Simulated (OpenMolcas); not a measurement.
# UM06-2X/6-31G(d) (spherical functions) run of CH (SMILES [CH])

Aim: a single-point energy of CH. 

The results are computed with OpenMolcas 26.06.

2 further runs of the same task are left out: 2 set aside as unsound or not needed.

## (1) The molecule

The species is CH (2 atoms), meant as a doublet with charge 0. SMILES: `[CH]`. The C1–H2 distance was set to 1.671 Å, away from the relaxed value.

## (2) A single-point energy at UM06-2X/6-31G(d) (spherical functions)

test.input

```
* CH Kohn-Sham DFT

&GATEWAY
 BasLib = $CurrDir
 BasisSet
 C.6-31Gs....
 C1 0.000000 0.000000 -0.557160 angstrom
 End of Basis
 BasisSet
 H.6-31Gs....
 H2 0.000000 0.000000 1.114340 angstrom
 End of Basis

&SEWARD
 GridInput
 Grid=UltraFine
 End of Grid

&SCF
 UHF
 Spin = 2
 KSDFT = M062X
 Thresholds = 1e-10 1e-07 1e-07 1e-05
 PrOrbitals = 1 1
```

The basis set 6-31G* is read from a file made from the Basis Set Exchange's data (not shown).

Launch:

```console
$ export MOLCAS_MEM=1860
$ pymolcas test.input > test.log
```

**Question.** What will come out? Wanted: total energy; dipole moment; HOMO energy; LUMO energy; ⟨S²⟩.

**Answer.** As computed:

Level: UM06-2X/6-31G* (spherical functions).

```
                          quantity         value
                      total energy  -38.39081 Eh
                     dipole moment        0.20 D
HOMO energy (highest over α and β)      -8.66 eV
 LUMO energy (lowest over α and β)      -2.49 eV
                              ⟨S²⟩         0.782
```

In words: This program's gradients are faulty for this kind of reference, so any forces in the log can't be trusted; the energy can.
